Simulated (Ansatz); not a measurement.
# RPA@PBE/aug-cc-pVDZ run of SiH2O2 (SMILES O[Si]O)

What is the vertical ionisation energy of SiH2O2 at RPA@PBE/aug-cc-pVDZ? 

The results are computed with Ansatz 0.2.0.

64 further runs of the same task are left out: 64 set aside as unsound or not needed.

### Step 1. The structure to begin with

SiH2O2: 5 atoms, total charge 0, spin state singlet. As SMILES, `O[Si]O`. Geometry: relaxed at PBE0-D4/def2-TZVP. This is one conformer, not always the lowest.

Bond lengths: O1–Si2 1.642 Å, Si2–O3 1.663 Å, O1–H4 0.964 Å, O3–H5 0.960 Å. Angles: O1–Si2–O3 99.4°, Si2–O1–H4 117.5°, Si2–O3–H5 116.1°.

### Step 2. A single-point energy at RPA@PBE/aug-cc-pVDZ

The input, molecule.yaml:

```yaml
crystal:
  periodic: [false, false, false]
  atoms:
    - {symbol: O, position_ang: [-1.443200, -0.105600, -0.275000]}
    - {symbol: Si, position_ang: [-0.212000, -0.791300, 0.567700]}
    - {symbol: O, position_ang: [1.036000, 0.187500, 0.068600]}
    - {symbol: H, position_ang: [-1.231900, 0.648900, -0.836100]}
    - {symbol: H, position_ang: [1.901100, -0.013100, 0.433400]}
basis:
  gaussian:
    orbitals: aug-cc-pVDZ
hamiltonian:
  xc: pbe
correlation:
  method: rpa
  frozen_orbitals: {H: 0, O: 1, Si: 5}
accuracy: high
```

Launch:

```console
$ ansatz run molecule.yaml --threads 1 --pin off --max-ram 3480MiB --events-out events.jsonl --progress --plain --runs-dir runs
```

The log of the run:

```text
Warning: RAYON_NUM_THREADS=1 ignored (pool sized by the plan → 1); use --threads N
Functional definition: PBE
  name "PBE"
  parameter kappa = 0.804
  parameter beta = 0.06672455060314922
  exchange = pbe_x(kappa = kappa, mu = beta*pi^2/3)
  correlation = pbe_c(beta = beta)
1788 factors; integrals over basis functions are off by at most 3.4e-9 eV
mean field evaluation 1: about -11985.4181 eV, gradient 8.5e1 eV
mean field evaluation 2: about -11985.4165 eV, gradient 8.5e1 eV
mean field evaluation 4: about -11997.4859 eV, gradient 1.2e1 eV
mean field evaluation 8: about -11998.0233 eV, gradient 6.1e-1 eV
mean field evaluation 16: about -11998.0241 eV, gradient 2.8e-5 eV
mean field evaluation 32: about -11944.9861 eV, gradient 6.2e1 eV
mean field -11998.02408026 eV, -440.9192523968 hartree, gradient 4.4e-8 eV, S^2 0.000000; 1 other end points of the search recorded, 0 dependent functions left out
7 core orbitals not correlated: weight in the atoms' cores, before any rotation towards them, 1.000 or more for the frozen orbitals, at most 0.000 for the correlated occupied ones
reference -11969.65973123 eV, -439.8768817959 hartree; 9, 9 occupied and 75, 75 virtual orbitals, 1788 factors
Total energy: -11990.19073798 eV, -440.6313823778 hartree
```

Wall time 8.7 s (1 thread of Arm Neoverse V2, shared host); peak memory 0.29 GiB.

### Step 3. The doublet cation

The input, run.yaml:

```yaml
crystal:
  periodic: [false, false, false]
  atoms:
    - {symbol: O, position_ang: [-1.443200, -0.105600, -0.275000]}
    - {symbol: Si, position_ang: [-0.212000, -0.791300, 0.567700]}
    - {symbol: O, position_ang: [1.036000, 0.187500, 0.068600]}
    - {symbol: H, position_ang: [-1.231900, 0.648900, -0.836100]}
    - {symbol: H, position_ang: [1.901100, -0.013100, 0.433400]}
basis:
  gaussian:
    orbitals: aug-cc-pVDZ
total_charge: 1
magnetization:
  spin_polarized: true
  initial_magnetization: 1
hamiltonian:
  xc: pbe
correlation:
  method: rpa
  frozen_orbitals: {H: 0, O: 1, Si: 5}
accuracy: high
```

Launch:

```console
$ ansatz run run.yaml --threads 1 --pin off --max-ram 3480MiB --events-out events.jsonl --progress --plain --runs-dir runs
```

The log of the run, cut to the lines that bear on the results:

```text
Warning: RAYON_NUM_THREADS=1 ignored (pool sized by the plan → 1); use --threads N
Functional definition: PBE
  name "PBE"
[...]
1786 factors; integrals over basis functions are off by at most 3.4e-9 eV
[...]
mean field -11988.54753626 eV, -440.5709958281 hartree, gradient 1.4e-8 eV, S^2 0.753233; 3 other end points of the search recorded, 0 dependent functions left out
7 core orbitals not correlated: weight in the atoms' cores, before any rotation towards them, 1.000 or more for the frozen orbitals, at most 0.000 for the correlated occupied ones
reference -11960.69496882 eV, -439.5474328540 hartree; 9, 8 occupied and 75, 76 virtual orbitals, 1786 factors
Total energy: -11980.43633871 eV, -440.2729148162 hartree
```

Run time: 14 s. Hardware: 1 thread of Arm Neoverse V2, shared host; peak memory 0.35 GiB.

### Step 4. What came out

Level: RPA@PBE/aug-cc-pVDZ, 7 core orbitals frozen.

```
                                          quantity          value
                      singlet SiH2O2: total energy  -440.63138 Eh
  singlet SiH2O2: RPA correlation energy (valence)     -754.5 mEh
                      doublet cation: total energy  -440.27291 Eh
  doublet cation: RPA correlation energy (valence)     -725.5 mEh
 doublet cation: ⟨S²⟩ of the reference determinant          0.753
vertical ionisation energy (to the doublet cation)       9.754 eV
```

What this shows: The vertical ionisation energy comes to 9.75 eV (225 kcal/mol).
